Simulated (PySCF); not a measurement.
**Vibration and rotation of LiO**

UHF-CCSD(T) constants of LiO, ²Π (doublet), unpaired electrons π ↑ (Li aug-pcseg-1, O aug-pcseg-1; no relativity (PySCF 2.14); masses 7.0160 and 15.9949 u):

| Quantity | Value |
| --- | --- |
| ωe | 778.6 cm⁻¹ |
| ωexe | 6.89 cm⁻¹ |
| Be | 1.1602 cm⁻¹ |
| αe | 0.0177 cm⁻¹ |
| De to Li + O | 3.39 eV |

(1) What force constant and bond length do these constants imply?

(2) Estimate the centrifugal constant D from the Kratzer relation and find the Dunham coefficient a1.

Correlated steps freeze 1 core orbital. Correlated levels converge slowly with the basis: in double zeta they bind strong bonds too weakly, by up to about 1 eV, and carry superposition errors of some tenths. The state is the lowest determinant that a PBE0 search found; another state may lie lower at other levels.

Answers

(1) Reduced mass μred = 4.8768 u; k = 5.8918×10⁻⁷·μred·ωe² (u, cm⁻¹, mdyn/Å) = 1.74 mdyn/Å; Re = √(16.8576/(μred·Be)) (u, cm⁻¹, Å) = 1.726 Å.

(2) D = 4Be³/ωe² = 1.03e-05 cm⁻¹; a1 = −1 − αeωe/(6Be²) = -2.71.
